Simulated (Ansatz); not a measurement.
Method: DFT, PBE, plane waves (420 eV) with PAW, scalar-relativistic (Ansatz 0.2.0).

An element in the fcc structure gives this curve. The cell is scaled uniformly from the relaxed one, with fractional coordinates and shape fixed. Energies are extrapolated to zero smearing, pressures are those at the given smearing. Magnetic state: spin not included.

```
V (Å³/atom)  E − E₀ (meV/atom)  P (GPa)
     28.085               75.7     7.08
     29.361               31.7     4.20
     30.638                7.9     1.94
     31.914                0.1     0.15
     33.191                4.9    -1.28
     34.468               19.9    -2.41
     35.744               42.9    -3.32
```

(1) Which element is it?
A. lutetium
B. sodium
C. antimony
D. lead

Answers

(1) D. Its fit is V₀ = 32.02 Å³/atom, B₀ = 39 GPa, B₀′ = 4.8.
